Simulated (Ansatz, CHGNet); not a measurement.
For bcc Li, the machine-learned potential CHGNet-r²SCAN (trained on r²SCAN data) gives:

* **lattice constant a**: 3.413 Å
* **elastic constant C11**: 8.4 GPa
* **elastic constant C44**: 5.6 GPa
* **polycrystal shear modulus**: 2.3 GPa

**Question.** What does r²SCAN (plane waves, PAW; Ansatz, a quantum-chemistry and plane-wave program) give for the same quantities?

**Answer.** 
- lattice constant a: 3.477 Å (increases by 1.9 %)
- elastic constant C11: 14.7 GPa (goes up by 75 %)
- elastic constant C44: 11.3 GPa (grows by 100 %)
- Voigt–Reuss–Hill shear modulus: 5.0 GPa (goes up by 120 %)

For comparison: lattice constant a 3.449 Å (measured, low-temperature or extrapolated to 0 K; zero-point anharmonic expansion removed, sources range from 3.443 to 3.453; as tabulated in Csonka et al. (2009), arXiv:0903.4037); elastic constant C11 14.7 GPa (measured, temperature not stated, not corrected to a static lattice, sources range from 13.4 to 14.7; as tabulated in arXiv:1601.06701); elastic constant C44 9.6 GPa (measured, temperature not stated, not corrected to a static lattice, sources range from 9.6 to 10.7; as tabulated in Mechanics & Industry (2023), article mi220138, Table 3).

Changes are worked out from the printed values.

Unless a cell is named, each level is at its own relaxed cell (CHGNet-r²SCAN 19.88, r²SCAN 21.02 Å³/atom).

Ansatz's density-functional and Hartree–Fock values are scalar-relativistic unless marked +SOC, with PAW data made under PBE.
